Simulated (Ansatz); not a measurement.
# SiPF (quintet): from Hartree-Fock to the top rungs, def2-TZVPP

One table from this session's results is given with a row withheld; the runs are named, their logs left out.

Program: Ansatz 0.2.0, Gaussian basis. Level of theory: def2-TZVPP, core rule «outside noble gas», up to 11 orbitals frozen. These are calculated values, not measurements.

To be run: UHF; ROHF; CCSD(T) on UHF.

2 further runs of the same task are left out: 2 set aside as unsound or not needed.

## The system

The geometry is a PBE0/def2-TZVP stationary point (not a proven minimum) of the parent state, kept for this charge and spin.

3 atoms, charge 0, spin multiplicity 5.

Atoms are counted from 1 here; the program's logs count them from 0.

Bond lengths: F1–P2 1.612 Å, P2–Si3 2.219 Å. Angles: F1–P2–Si3 106.4°.

Geometry (Å):

```
F     0.0000   -0.6743    1.4903
P     0.0000    0.6004    0.5035
Si    0.0000   -0.2060   -1.5634
```

The first run:

Contents of in.yaml:

```yaml
crystal:
  periodic: [false, false, false]
  atoms:
    - {symbol: F, position_ang: [0.000000, -0.674306, 1.490349]}
    - {symbol: P, position_ang: [0.000000, 0.600388, 0.503498]}
    - {symbol: Si, position_ang: [0.000000, -0.205998, -1.563422]}
basis:
  gaussian: {orbitals: def2-TZVPP}
magnetization: {spin_polarized: true, initial_magnetization: 4}
hamiltonian: {xc: hf}
output: {orbitals: {seedname: orbitals}}
```

Run with:

```sh
> ansatz run in.yaml --threads 1 --pin off --events-out ev --progress --plain --max-ram 4096MiB --backend cpu
```

Among the steps run: UHF; ROHF; CCSD(T) on UHF.

One of the session's tables, all rows but one given; the rest of the session is left out.

| method | from UCCSD(T) (meV) |
| --- | --- |
| ROHF | ? |
| UHF | +12988.0 |
| UMP2 | +1380.4 |
| UCCSD | +548.0 |
| UCCSD(T) | 0 |

Estimate the missing values for ROHF.

As computed: from UCCSD(T) (meV): +13182.6. In the column «from UCCSD(T) (meV)» it is the highest.
